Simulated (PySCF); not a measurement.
Species: C5H10P (charge +1).
SMILES with atom numbers: `[CH3:1][P@@H+:2]1[CH:3]=[CH:4][CH2:5][CH2:6]1` (hydrogens: H7, H8, H9 on C1; H10 on P2; H11 on C3; H12 on C4; H13, H14 on C5; H15, H16 on C6)

Geometry (GFN2-xTB, Å), atoms numbered from 1 in this order:
```xyz
16
C5H10P angstrom
C      2.2790    0.4148    0.1762
P      0.6956    0.0915   -0.6257
C     -0.5587    1.3361   -0.3936
C     -1.6711    0.7851    0.0975
C     -1.6903   -0.6844    0.3387
C     -0.2750   -1.2624    0.1135
H      2.9336   -0.4511    0.0703
H      2.1128    0.6199    1.2347
H      2.7549    1.2807   -0.2859
H      0.9447   -0.1316   -1.9673
H     -0.4157    2.3771   -0.6276
H     -2.5614    1.3556    0.3129
H     -2.4147   -1.1388   -0.3418
H     -2.0450   -0.8936    1.3493
H      0.1899   -1.5434    1.0623
H     -0.2863   -2.1465   -0.5248
```

Vertical excitations from PySCF (density fitting, frozen core in the response, grid level 2 and gas phase unless stated; continuum runs use non-equilibrium linear response for the excitations) on a GFN2-xTB geometry. Reference run:

```
                                   settings    S1, eV (f)    S2, eV (f)    S3, eV (f)    S4, eV (f)    S5, eV (f)    S6, eV (f)  T1, eV (Tamm–Dancoff)  mean α (au)
CAM-B3LYP/def2-SVPD, full TDDFT, 8 singlets  6.83 (0.246)  7.55 (0.019)  7.89 (0.000)  7.92 (0.001)  8.39 (0.009)  8.50 (0.024)                   4.35         71.9
```

Q: What do these settings give: wB97X/def2-SVPD, start guess vsap, full TDDFT, 25 singlets?

A: 
```json
{"settings": "wB97X/def2-SVPD, start guess vsap, full TDDFT, 25 singlets", "S1, eV (f)": "6.92 (0.263)", "S2, eV (f)": "7.83 (0.012)", "S3, eV (f)": "8.04 (0.002)", "S4, eV (f)": "8.26 (0.001)", "S5, eV (f)": "8.58 (0.009)", "S6, eV (f)": "8.94 (0.031)", "T1, eV (Tamm–Dancoff)": "–", "mean α (au)": "71.6"}
```

S1 moves by +0.09 eV (wB97X has range-separated exact exchange, CAM-B3LYP range-separated exact exchange). States are counted by energy in each run and needn't keep their character from row to row.

Q: Give the leading configurations of S1 (H = HOMO, L = LUMO) and the HOMO–LUMO gap of each run.

A: 
```csv
settings,S1 configurations (weight),S1 (eV),orbital gap (eV),S1 − gap (eV)
"CAM-B3LYP/def2-SVPD, full TDDFT, 8 singlets",H→L 0.95,6.83,9.83,-3.00
"wB97X/def2-SVPD, start guess vsap, full TDDFT, 25 singlets",H→L 0.95,6.92,11.89,-4.97
```

